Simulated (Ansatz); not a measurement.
**Worked example: correlation energy of HCSi⁺, triplet**

Geometry: that of the HCSi, quartet, kept fixed.

| atom | x (Å) | y (Å) | z (Å) |
| --- | --- | --- | --- |
| Si | 0.0000 | 0.0326 | 0.6172 |
| C | 0.0000 | -0.1270 | -1.2686 |
| H | 0.0000 | 0.6065 | -2.0825 |

Basis 6-31G; Ansatz 0.2.0. Only valence electrons are correlated (noble-gas cores frozen), which leaves 8 electrons in 18 orbitals. Prefix R: restricted or restricted open-shell reference.

Full CI is exact within this basis and frozen core; it isn't the basis-set limit.

Runs differ by some tens of microhartree through their thresholds and, for an open shell, their frozen cores, so steps under 0.03 kcal/mol mean nothing.

| level | total energy (hartree) |
| --- | --- |
| RHF | -326.918279 |
| RMP2 | -327.005507 |
| RCCSD | -327.035567 |
| RCCSD(T) | -327.038535 |
| RCCSDT | -327.039569 |
| RCCSDT(Q) | -327.039881 |
| RCCSDTQ | -327.039917 |
| full CI | -327.039931 |

What is the correlation energy at full CI, and what share of it do RMP2 and RCCSDT recover?

E(corr) = -327.039931 − (-326.918279) = -0.121652 hartree = -3.310 eV. RMP2: -0.087228 / -0.121652 = 71.70 %. RCCSDT: -0.121290 / -0.121652 = 99.70 %.

By how many kcal/mol does RCCSD(T) miss full CI (1 hartree = 627.509 kcal/mol), and which steps make up the rest?

-327.038535 − (-327.039931) = 0.001396 hartree = 0.88 kcal/mol. Steps: RCCSDT − RCCSD(T) = -0.65, RCCSDT(Q) − RCCSDT = -0.20, RCCSDTQ − RCCSDT(Q) = -0.02, full CI − RCCSDTQ = -0.01 kcal/mol. Differences between like states or geometries often cancel part of this.
